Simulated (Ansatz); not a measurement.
**CH6AlB: one species, many methods**

An exercise on one series of results from a longer session: the logs are not shown, and one member is left open.

The runs use Ansatz 0.2.0, Gaussian basis; functionals in def2-TZVPP, the program's frozen cores in correlated methods.

Levels to be run: LDA (SPW92), PBE-D4, revPBE-D4, BLYP-D4, r2SCAN-D4, B97M-V, PBE0-D4, B3LYP-D4, r2SCANh-D4, r2SCAN0-D4, HSE06-D4, BHLYP-D4, CAM-B3LYP-D4, LC-ωPBE, ωB97X-V, ωB97M-V, B2PLYP, PBE-QIDH; CCSD(T)/def2-SVP; CCSD(T)/def2-TZVPP; MP2/def2-QZVPP; extrapolation to the limit; RPA on PBE.

### The relaxed structure

An earlier PBE0-D4 in a triple-zeta def2 set relaxation fixed the geometry.

SMILES `C[BH][AlH2]`, 9 atoms, charge 0, spin multiplicity 1.

Atoms are counted from 1 here; the program's logs count them from 0.

Bond lengths: C1–B2 1.558 Å, C1–H4 1.091 Å, C1–H5 1.094 Å, C1–H6 1.106 Å, B2–Al3 2.128 Å, B2–H7 1.207 Å, Al3–H8 1.597 Å, Al3–H9 1.596 Å. Angles: B2–C1–H4 117.4°, B2–C1–H5 114.3°, B2–C1–H6 102.6°, H4–C1–H5 109.8°, H4–C1–H6 106.4°, H5–C1–H6 105.0°, C1–B2–Al3 127.0°, C1–B2–H7 115.2°, Al3–B2–H7 117.7°, B2–Al3–H8 121.8°, B2–Al3–H9 121.4°, H8–Al3–H9 116.8°.

Set-up of the first run:

Contents of in.yaml:

```yaml
crystal:
  periodic: [false, false, false]
  atoms:
    - {symbol: C, position_ang: [-0.672491, 0.651000, -1.105481]}
    - {symbol: B, position_ang: [0.389844, 0.492507, 0.023154]}
    - {symbol: Al, position_ang: [0.673286, -1.196291, 1.286572]}
    - {symbol: H, position_ang: [-1.127953, -0.259652, -1.497394]}
    - {symbol: H, position_ang: [-0.357424, 1.293970, -1.932244]}
    - {symbol: H, position_ang: [-1.480624, 1.211443, -0.600231]}
    - {symbol: H, position_ang: [1.070434, 1.467924, 0.229874]}
    - {symbol: H, position_ang: [-0.160263, -1.386564, 2.635005]}
    - {symbol: H, position_ang: [1.753491, -2.320735, 0.943742]}
basis:
  gaussian: {orbitals: def2-TZVPP}
hamiltonian: {xc: lda}
output: {orbitals: {seedname: orbitals}}
```

Started as:

```bash
> ansatz run in.yaml --threads 2 --pin off --events-out ev --progress --plain --max-ram 4352MiB
```

Steps of the session up to this table: LDA; PBE-D4 (GGA); revPBE-D4 (GGA); BLYP-D4 (GGA); r2SCAN-D4 (meta-GGA); B97M-V (meta-GGA); PBE0-D4 (hybrid); B3LYP-D4 (hybrid); r2SCANh-D4 (hybrid); r2SCAN0-D4 (hybrid); HSE06-D4 (hybrid); BHLYP-D4 (hybrid); CAM-B3LYP-D4 (range-separated); LC-ωPBE (range-separated); ωB97X-V (range-separated); ωB97M-V (range-separated); B2PLYP (double hybrid); PBE-QIDH (double hybrid).

One of the session's tables, all rows but one given; the rest of the session is left out.

It belongs to the step «Frontier levels by functional». 

| functional | HOMO (eV) | LUMO (eV) | gap (eV) |
| --- | --- | --- | --- |
| LDA (SPW92) | -5.92 | -2.92 | 3.00 |
| PBE-D4 | -5.87 | -2.69 | 3.18 |
| revPBE-D4 | -5.84 | -2.59 | 3.25 |
| BLYP-D4 | ? | ? | ? |
| r2SCAN-D4 | -6.09 | -2.36 | 3.73 |
| B97M-V | -6.16 | -2.51 | 3.65 |
| PBE0-D4 | -7.02 | -1.72 | 5.30 |
| B3LYP-D4 | -6.85 | -1.90 | 4.95 |
| r2SCANh-D4 | -6.52 | -2.03 | 4.49 |
| r2SCAN0-D4 | -7.16 | -1.54 | 5.63 |
| HSE06-D4 | -6.62 | -2.10 | 4.52 |
| BHLYP-D4 | -8.11 | -0.72 | 7.39 |
| CAM-B3LYP-D4 | -8.37 | -0.57 | 7.79 |
| LC-ωPBE | -9.69 | 0.54 | 10.24 |
| ωB97X-V | -9.35 | 0.41 | 9.77 |
| ωB97M-V | -9.14 | 0.11 | 9.25 |

Estimate the missing values for BLYP-D4.

Worked estimate for «HOMO (eV)». Against the share of exact exchange, B3LYP-D4 (0.2, -6.85), BHLYP-D4 (0.5, -8.11) give a slope of -4.20 per unit share; at 0 the line stands at -6.01.

As computed: HOMO (eV): -5.77; LUMO (eV): -2.51; gap (eV): 3.27. In «HOMO (eV)» the line misses by -0.24.
